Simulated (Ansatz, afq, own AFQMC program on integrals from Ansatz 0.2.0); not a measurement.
# N₂H, quartet: AFQMC among the cluster methods

```xyz
3

N     0.0000   -0.0664    0.6675
N     0.0000    0.1287   -0.7624
H     0.0000   -0.8661    1.3181
```

Connectivity, by distances: NH–N.

Basis cc-pVDZ. Only valence electrons are correlated. Ansatz 0.2.0 and our own AFQMC program on the same integrals; the CISD trial comes from CCSD amplitudes, and released means the phaseless constraint is let go. ± is one standard error of the sampling.

Determinant: UHF, the one that the program's search chose, which needn't be the lowest solution. The geometry is a point of a scan.

No full CI on the walks' own integrals is used here; CCSDT(Q) serves as the reference and is uncertain by about the last step of the cluster series.

Cautions: lower spins were not checked.

The T1 diagnostic is 0.0256, the weight of the determinant in the CISD state is 0.897 and the ⟨S²⟩ of the determinant is 3.777. The size of the correlated space is 11 electrons in 31 orbitals.

Reference: CCSDT(Q), correlation energy -7.406 eV. The released energy is read at 2.40 1/Eh (meV from the phaseless value at times in 1/Eh: 0 ± 11 at 0.24, -10 ± 12 at 0.51, 2 ± 11 at 0.99, 4 ± 13 at 1.62, -33 ± 20 at 2.40).

```tsv
level	E − E(reference) (meV)	share of correlation (%)
HF	7406.4	0.00
MP2	1124.1	84.82
CCSD	223.7	96.98
CCSD(T)	44.3	99.40
CCSDT	15.9	99.79
ph-AFQMC/CISD	2.0 ± 14.8	99.97
released AFQMC	-31.4 ± 19.8	100.42
```

A walk keeps the symmetry of its determinant, which the program's search chose and which needn't be the lowest solution, so a lower state of the same spin and another symmetry isn't excluded. Released energies are given only where the last usable release times agree within the noise; a slower fall can still hide under it.
